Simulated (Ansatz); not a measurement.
A run of Ansatz (development build ahead of 0.2.0) on singlet C2H4 at this shape:

```xyz
6

C    -0.0034    0.0092   -0.6632
C     0.0091   -0.0040    0.6660
H     0.0019   -0.9226   -1.2355
H    -0.0069    0.9240   -1.2412
H     0.0079   -0.9260    1.2370
H     0.0000    0.9376    1.2480
```

Its results:

```json
{
  "Converged": "yes",
  "Total energy": "-78.06413 hartree",
  "Spin squared of the determinant": "0.000"
}
```

Problem. Which input gives this output? Name the method, the orbitals and the basis set, and write the input.

Solution. RHF in def2-TZVP. An unrestricted run that stays on the closed shell gives the same numbers.

```yaml
crystal:
  periodic: [false, false, false]
  atoms:
    - { symbol: C, position_ang: [-0.00338, 0.00916, -0.66315] }
    - { symbol: C, position_ang: [0.00914, -0.004, 0.66595] }
    - { symbol: H, position_ang: [0.00192, -0.9226, -1.23547] }
    - { symbol: H, position_ang: [-0.0069, 0.92395, -1.24121] }
    - { symbol: H, position_ang: [0.0079, -0.926, 1.23696] }
    - { symbol: H, position_ang: [2.0e-05, 0.93758, 1.24797] }
basis:
  gaussian: { orbitals: def2-TZVP }
hamiltonian:
  xc: hf
```
